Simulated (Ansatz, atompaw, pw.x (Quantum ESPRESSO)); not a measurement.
From atom to crystal: PAW (atompaw) potential for C (Z = 6)

atompaw 4.2.0.5 input, output lines left out:

```
C 6
GGA-PBE scalarrelativistic loggrid 1500 logderivrange -3 5 201
2 2 0 0 0 0
2 1 2
0 0 0
c
v
v
2
1.55 1.40 1.20 1.50
y
2.55
n
y
1.55
n
y
0.45
n
bloechl sinc
bessel
```

Atomic tests: cutoffs needed: 25 Ry and 35 Ry (the cutoffs (Ry, on a coarse ladder) from which the occupation-weighted sum of valence levels, in a spherical-Bessel basis at the reference potential, stays within 10 and 1 mRy of its value at 400 Ry); ghost test: no extra level below or beside the all-electron valence levels (s, p, d, f tested) (spherical-Bessel basis up to 400 Ry, 20 bohr box); lowest eigenvalue of the overlap operator: 0.06 (p channel).

Crystal test: diamond C in pw.x 7.5, no spin, 13³ k-points, Fermi–Dirac smearing 0.01 Ry, cutoffs 45/450 Ry. The reference is all-electron LAPW (Ansatz 0.2.0) with the same functional, mesh and smearing; V0 and B0 come from Birch–Murnaghan fits to the pressures at five volumes. Errors are pseudo minus all-electron; Δ is the rms difference of the E(V) curves that follow from these fits, minima aligned, over ±6 % about the mean V0. Mesh and smearing are coarse, so the numbers serve the comparison and aren't converged zero-temperature values; the lattice is a test structure that the element need not adopt.

All-electron: a0 = 3.572 Å (V0 = 5.69 Å³/atom), B0 = 433.5 GPa.

**Question.** How far does the potential miss the all-electron equation of state?

**Answer.** mean pressure error (GPa): +16.46; a0 (Å): 3.616; a0 error (%): +1.23; B0 error (%): -5.0; Δ (meV/atom): 19.7. The largest radius (1.55 bohr) exceeds half the bond length (1.46 bohr), so the spheres overlap, which is one possible source of error among others. This is a poor potential for the solid.

```csv
V (Å³/atom),P all-electron (GPa),P pseudo (GPa)
5.386,26.82,45.26
5.527,13.67,31.03
5.669,1.97,18.36
5.811,-8.43,7.05
5.952,-17.68,-3.05
```

**Question.** At the middle volume, how do free energy and pressure move when the wave cutoff is lowered (ecutrho held at 450 Ry)?

**Answer.**

```
cutoff (Ry)  shift of F (meV/atom)  shift of P (GPa)
         20                 +433.9            -19.53
         27                 +147.2             -4.49
         36                  +43.7             +0.90
```

Input at the middle volume:

```
&control
  calculation='scf', prefix='x', pseudo_dir='./', outdir='./tmp', tstress=.true., disk_io='none'
/
&system
  ibrav=0, nat=2, ntyp=1, ecutwfc=45, ecutrho=450, nbnd=11,
  occupations='smearing', smearing='fd', degauss=0.01
/
&electrons
  conv_thr=1e-09, mixing_beta=0.4, electron_maxstep=70
/
ATOMIC_SPECIES
C 1.0 C.UPF
CELL_PARAMETERS angstrom
  0.00000000 1.78307175 1.78307175
  1.78307175 0.00000000 1.78307175
  1.78307175 1.78307175 0.00000000
ATOMIC_POSITIONS crystal
C 0.0000 0.0000 0.0000
C 0.2500 0.2500 0.2500
K_POINTS automatic
13 13 13 0 0 0
```

```bash
pw.x < C.scf.in > C.scf.out
```

Lines of the output:

```
Message from routine setup:
     using ibrav=0 with symmetry is DISCOURAGED, use correct ibrav instead
     lattice parameter (alat)  =       4.7652  a.u.
     unit-cell volume          =      76.5126 (a.u.)^3
     number of electrons       =         8.00
     number of Kohn-Sham states=           11
     kinetic-energy cutoff     =      45.0000  Ry
     charge density cutoff     =     450.0000  Ry
     scf convergence threshold =      1.0E-09
     Exchange-correlation= SLA PW PBX PBC
     number of k points=    84  Fermi-Dirac smearing, width (Ry)=  0.0100
     iteration #  1     ecut=    45.00 Ry     beta= 0.40
     total energy              =     -36.82440717 Ry
     estimated scf accuracy    <       0.12926270 Ry
     iteration #  2     ecut=    45.00 Ry     beta= 0.40
     total energy              =     -36.81209078 Ry
     estimated scf accuracy    <       0.03051490 Ry
     iteration #  3     ecut=    45.00 Ry     beta= 0.40
     total energy              =     -36.81549786 Ry
     estimated scf accuracy    <       0.00020214 Ry
     iteration #  4     ecut=    45.00 Ry     beta= 0.40
     total energy              =     -36.81583095 Ry
     estimated scf accuracy    <       0.00000482 Ry
     iteration #  5     ecut=    45.00 Ry     beta= 0.40
     total energy              =     -36.81583510 Ry
     estimated scf accuracy    <       0.00000051 Ry
     iteration #  6     ecut=    45.00 Ry     beta= 0.40
     total energy              =     -36.81583524 Ry
     estimated scf accuracy    <       0.00000003 Ry
     iteration #  7     ecut=    45.00 Ry     beta= 0.40
     the Fermi energy is    15.5421 ev
!    total energy              =     -36.81583525 Ry
     estimated scf accuracy    <          3.7E-10 Ry
     smearing contrib. (-TS)   =      -0.00000000 Ry
     The total energy is F=E-TS. E is the sum of the following terms:
     one-electron contribution =       8.50797437 Ry
     hartree contribution      =       1.98048058 Ry
     xc contribution           =      -7.11765904 Ry
     ewald contribution        =     -25.57896632 Ry
     one-center paw contrib.   =     -14.60766484 Ry
     convergence has been achieved in   7 iterations
          total   stress  (Ry/bohr**3)                   (kbar)     P=      183.58
     Message from routine punch:
     Nothing written, as per user request (disk_io='none')
```

The run at the middle volume (84 k-points, 7 iterations) took about 14 s on one core of a shared host (Intel(R) Xeon(R) Platinum 8488C, 96 threads, 372 GiB, load 65).
